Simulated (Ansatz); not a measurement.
C₂H₄S, SMILES C1CS1: the interaction energy of a dimer with the counterpoise correction, run with the Ansatz DFT code, driven from Python.

The script, `dimer.py`:
```python
'''Interaction energy of two C2H4S molecules, with the counterpoise correction.'''

import ansatz

FIRST = [
    ('C', (-0.5041, 0.082, -0.4964)),
    ('C', (0.5907, -0.0452, 0.4368)),
    ('S', (-0.8901, -0.8686, 0.8525)),
    ('H', (-0.4406, -0.3752, -1.4646)),
    ('H', (-1.0699, 1.0695, -0.5414)),
    ('H', (0.8648, 0.8068, 1.0724)),
    ('H', (1.449, -0.6694, 0.1404)),
]
SECOND = [
    ('C', (-4.2158, -1.5113, -0.2359)),
    ('C', (-5.2745, -0.9653, -1.0525)),
    ('S', (-5.4059, -0.7127, 0.6687)),
    ('H', (-3.2275, -1.0981, -0.2909)),
    ('H', (-4.1848, -2.6369, -0.0649)),
    ('H', (-6.0174, -1.6381, -1.5003)),
    ('H', (-5.0423, -0.0864, -1.6752)),
]

def energy(atoms, ghosts=()):
    molecule = ansatz.Crystal.molecule()
    for symbol, xyz in atoms:
        molecule = molecule.atom(symbol, xyz)
    calc = (
        molecule.calculation()
        .basis(gaussian='def2-SVP')
        .functional('pbe0')
    )
    deck = calc.input()
    if ghosts:
        deck = deck.set(ansatz.key.basis.gaussian.ghost_atoms, [{'symbol': s, 'position_ang': list(xyz)} for s, xyz in ghosts])
    return ansatz.Session.from_dict(deck).plan().execute().report['free_energy_ev']


def main() -> None:
    # ghost atoms carry the functions of the partner
    both = energy(FIRST + SECOND)
    alone = energy(FIRST) + energy(SECOND)
    ghosted = energy(FIRST, SECOND) + energy(SECOND, FIRST)
    print(f'dimer {both:.6f} eV')
    print(f'interaction, uncorrected   {(both - alone):8.3f} eV')
    print(f'interaction, counterpoise  {(both - ghosted):8.3f} eV')
    print(f'basis-set superposition    {(alone - ghosted):8.3f} eV')


if __name__ == '__main__':
    main()
```

How large is the interaction at this pose, and how much of it is basis-set superposition?

Uncorrected it is 0.003 eV, with the counterpoise correction 0.023 eV; the difference, 0.02 eV, is the superposition error. In this basis both values are repulsive.

What the script printed:

```console
$ python dimer.py
dimer -25924.634562 eV
interaction, uncorrected      0.003 eV
interaction, counterpoise     0.023 eV
basis-set superposition       0.020 eV
```

Reading the output:
- Total energies depend on the basis set; only differences at equal settings carry meaning.
- The dimer is a generated trial pose of unrelaxed monomers, not a minimum, so the figure is no binding energy, and the basis set is small.
- This level lacks the dispersion part of the attraction (electrostatics and induction are there), which can decide the sign where the interaction is weak.
- Timing: 12 s on 1 thread of Arm Neoverse V2, with other jobs on the host, peak memory 0.34 GiB.

(Lines on the test bed's own set-up are left out of the output.)
